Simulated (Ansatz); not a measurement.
**H₃NO: ionisation energy by level of theory**

The task here is to estimate one member of a computed series from the others.

The runs use Ansatz 0.2.0, Gaussian basis; unrestricted cation, the program's frozen cores in correlated methods.

Plan: UKS PBE-D4/def2-TZVPP; UKS r2SCAN-D4/def2-TZVPP; UKS PBE0-D4/def2-TZVPP; UKS B3LYP-D4/def2-TZVPP; UKS wB97X-V/def2-TZVPP; UKS wB97M-V/def2-TZVPP; UKS B2PLYP/def2-TZVPP; UHF-CCSD(T)/def2-TZVPP; UHF-CCSD(T)/def2-QZVPP; extrapolation to the limit; then −ε(HOMO) from the neutral's earlier runs with LDA (SPW92), PBE-D4, revPBE-D4, BLYP-D4, r2SCAN-D4, B97M-V, PBE0-D4, B3LYP-D4, r2SCANh-D4, r2SCAN0-D4, HSE06-D4, BHLYP-D4, CAM-B3LYP-D4, LC-ωPBE, ωB97X-V, ωB97M-V.

## The geometry

All runs share one geometry, relaxed beforehand with PBE0-D4 in a triple-zeta def2 set.

SMILES `NO`, 5 atoms, charge 0, spin multiplicity 1.

Atoms are counted from 1 here; the program's logs count them from 0.

Bond lengths: N1–O2 1.423 Å, N1–H3 1.016 Å, N1–H4 1.016 Å, O2–H5 0.960 Å. Angles: O2–N1–H3 104.5°, O2–N1–H4 104.5°, H3–N1–H4 106.0°, N1–O2–H5 102.8°.

The first run:

in.yaml

```yaml
crystal:
  periodic: [false, false, false]
  atoms:
    - {symbol: N, position_ang: [-0.164982, -0.361406, -0.321157]}
    - {symbol: O, position_ang: [0.364648, 0.665760, 0.508275]}
    - {symbol: H, position_ang: [-0.162923, -1.190111, 0.266817]}
    - {symbol: H, position_ang: [-1.141418, -0.109681, -0.446369]}
    - {symbol: H, position_ang: [1.104676, 0.995428, -0.007557]}
basis:
  gaussian: {orbitals: def2-TZVPP}
total_charge: 1
magnetization: {spin_polarized: true, initial_magnetization: 1}
hamiltonian: {xc: pbe, dispersion: d4}
```

Started as:

```
$ ansatz run in.yaml --threads 2 --pin off --events-out ev --progress --plain --max-ram 32768MiB --backend cpu
```

Steps of the session up to this table: Cation, UKS PBE-D4/def2-TZVPP; Cation, UKS r2SCAN-D4/def2-TZVPP; Cation, UKS PBE0-D4/def2-TZVPP; Cation, UKS B3LYP-D4/def2-TZVPP; Cation, UKS wB97X-V/def2-TZVPP; Cation, UKS wB97M-V/def2-TZVPP; Cation, UKS B2PLYP (frozen core)/def2-TZVPP; Cation, UHF-CCSD(T)/def2-TZVPP; Cation, UHF-CCSD(T)/def2-QZVPP.

One table of the session follows, with a row left open; its other results are not shown here.

For comparison, −ε(HOMO) of the neutral from earlier runs:

| functional | −ε(HOMO) (eV) |
| --- | --- |
| LDA (SPW92) | 5.91 |
| PBE-D4 | 5.80 |
| revPBE-D4 | ? |
| BLYP-D4 | 5.74 |
| r2SCAN-D4 | 6.15 |
| B97M-V | 6.31 |
| PBE0-D4 | 7.45 |
| B3LYP-D4 | 7.22 |
| r2SCANh-D4 | 6.76 |
| r2SCAN0-D4 | 7.69 |
| HSE06-D4 | 7.04 |
| BHLYP-D4 | 9.06 |
| CAM-B3LYP-D4 | 9.00 |
| LC-ωPBE | 10.41 |
| ωB97X-V | 10.03 |
| ωB97M-V | 9.94 |

Q: Estimate the row for revPBE-D4 from the others.

**Answer.** −ε(HOMO) (eV): 5.76. In the column «−ε(HOMO) (eV)» it lies between BLYP-D4 (5.74) and PBE-D4 (5.80).
